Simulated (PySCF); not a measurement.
Cost of one run: shielding job, `C[C@@H](F)Cl` (1-chloro-1-fluoroethane).

Method: GIAO PBE0/pcSseg-1 NMR shielding, non-relativistic, gas phase (PySCF 2.14.0, density-fitted response routines). Geometry: GFN2-xTB. Work: shieldings, charges and field gradients, density fitting. A driver script takes a list of jobs; this job's settings line and coordinates (Å) are shown.

Input:
```
{"job": {"kind": "nmr", "xc": "PBE0", "basis": "pcSseg-1"}, "charge": 0, "multiplicity": 1}
C     -0.804133    -0.124252    -0.017684
C      0.696784     0.007507     0.098311
F      1.316688    -0.841434    -0.765845
Cl     1.222570     1.671904    -0.299488
H     -1.118493     0.105889    -1.032780
H     -1.092641    -1.146252     0.219752
H     -1.288852     0.558825     0.672923
H      1.077133    -0.222775     1.100246
```

Hardware: an Arm Neoverse V2 with one thread, shared host.

**Question.** How large is the basis?

**Answer.** 95 functions for 42 electrons, with 516 fitting functions; the fitted three-index integrals, 516 × 95 × 96/2 numbers of 8 bytes, come to 18 MiB.

**Question.** Which is nearest to the wall time?
A. 34 s
B. 4.3 s
C. 4.3 min

**Answer.** B. The run took 4.3 s. The SCF took 12 cycles.

The SCF part of the output:
```
coarse grid: 7368 points
cycle   1  E = -638.1966646497  dE =  3.272e-01  |g| = 5.457e-01  |ddm| = 2.284e+00
cycle   2  E = -638.1468626504  dE =  4.980e-02  |g| = 7.894e-01  |ddm| = 7.975e-01
cycle   3  E = -638.2537926227  dE = -1.069e-01  |g| = 5.886e-02  |ddm| = 4.632e-01
cycle   4  E = -638.2544441780  dE = -6.516e-04  |g| = 2.467e-02  |ddm| = 5.611e-02
cycle   5  E = -638.2545672538  dE = -1.231e-04  |g| = 4.030e-03  |ddm| = 1.853e-02
cycle   6  E = -638.2545705848  dE = -3.331e-06  |g| = 1.385e-03  |ddm| = 4.273e-03
final grid: 67256 points
cycle   7  E = -638.2840305046  dE = -2.613e-05  |g| = 6.405e-03  |ddm| = 1.490e-02
cycle   8  E = -638.2840257927  dE =  4.712e-06  |g| = 8.261e-03  |ddm| = 8.805e-03
cycle   9  E = -638.2840382529  dE = -1.246e-05  |g| = 9.340e-04  |ddm| = 4.953e-03
cycle  10  E = -638.2840383768  dE = -1.240e-07  |g| = 2.103e-04  |ddm| = 7.144e-04
cycle  11  E = -638.2840383855  dE = -8.640e-09  |g| = 3.716e-05  |ddm| = 1.384e-04
cycle  12  E = -638.2840383858  dE = -2.991e-10  |g| = 8.263e-06  |ddm| = 4.100e-05
converged SCF energy = -638.2840383858
```

On the final grid dE counts from the start density on that grid.

The host was shared with other jobs, so the times are rough.
